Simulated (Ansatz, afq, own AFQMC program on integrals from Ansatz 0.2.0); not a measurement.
AFQMC on a folder of integrals that Ansatz 0.2.0 wrote.

```yaml
crystal:
  periodic: [false, false, false]
  atoms:
    - {symbol: C, position_ang: [-0.124613, -0.649123, -0.329382]}
    - {symbol: Zn, position_ang: [0.323854, 0.662982, 0.992563]}
    - {symbol: H, position_ang: [0.613474, -1.188071, -0.940727]}
    - {symbol: H, position_ang: [-1.152703, -0.956250, -0.569729]}
    - {symbol: H, position_ang: [0.684588, 1.720062, 2.058275]}
basis:
  gaussian: {orbitals: def2-TZVP}
magnetization: {spin_polarized: true, initial_magnetization: 1}
correlation: {method: ccsd_t, electrons: outside_noble_gas, hamiltonian_folder: ham}
```

```sh
$ ansatz run in.yaml --threads 1 --pin off --events-out ev --progress --plain --max-ram 24576MiB --backend cuda --devices 0, --max-vram 18GiB
```

afq runs on the folder ham with

```
--method phaseless --trial cisd --walkers 2200 --populations 20 --least-time 60 --time-step 0.005 --steps-per-block 50 --equilibration-blocks 40 --max-blocks 4000 --target-error 0.00026 --factor-cut 1e-05 --start spin_pure --seed 8263 --release-times 0.24,0.51,0.99,1.5 --release-step 0.03 --release-every 4 --taylor-order 6
```

Times are imaginary, in 1/Eh. The walk had a cap of 256 s. With eight or more populations the least sampling time is a fifth of least-time, and the error comes from their spread.

Log:

```
orbitals 87  electrons 10 9  factors 697 of 759
reference energy -1817.35799727 Eh
CCSD correlation -0.55750470 Eh in 13 cycles, weight of the determinant in the CISD state 0.8684
energy of the start -1817.914626 Eh
 block  time / (1/Eh)  mean weight  energy / Eh
     1     0.250  1.0005  -1817.912429
     2     0.500  0.9993  -1817.917923
     3     0.750  0.9999  -1817.922627
     4     1.000  1.0006  -1817.925787
     5     1.250  0.9992  -1817.926246
     9     2.250  0.9998  -1817.929590
    19     4.750  1.0003  -1817.930323
    31     7.750  0.9999  -1817.932778
    43    10.750  0.9998  -1817.931091
    55    13.750  0.9999  -1817.934181
    67    16.750  1.0004  -1817.930787
    79    19.750  1.0000  -1817.929986
    91    22.750  1.0010  -1817.929055
   103    25.750  1.0012  -1817.931513
   115    28.750  0.9993  -1817.929510
   118    29.500  1.0003  -1817.929839
error from the spread of 20 populations
released: time / (1/Eh)  energy / Eh  error  mean overlap
  0.24  -1817.931071  0.000245  0.9945
  0.51  -1817.930860  0.000390  0.9933
  0.99  -1817.931324  0.000385  0.9851
  1.50  -1817.930950  0.000608  0.9765
energy -1817.931112 +/- 0.000232 Eh
(rows thinned)
```

The run passed its tests (sampling time, drift between the halves within three errors, error under three times the target), which doesn't prove that it has relaxed.

Against this walk (error 6.3 meV) on the same determinant: CCSD(T) 14.4 meV higher. The error is statistical and leaves out the bias of the constraint. Released to 0.99 1/Eh the energy moves by -6 ± 12 meV (both errors), within twice the noise.

Cautions: constraint bias not in the error; no relativity below Rb; outer-core shells of the metal frozen.

The walk took 2.1 min on 1 × NVIDIA H100 80GB HBM3 with 2 threads of AMD EPYC 7R13 Processor (Zen 3) (shared host) (the card was shared). The log's last line is the phaseless energy.
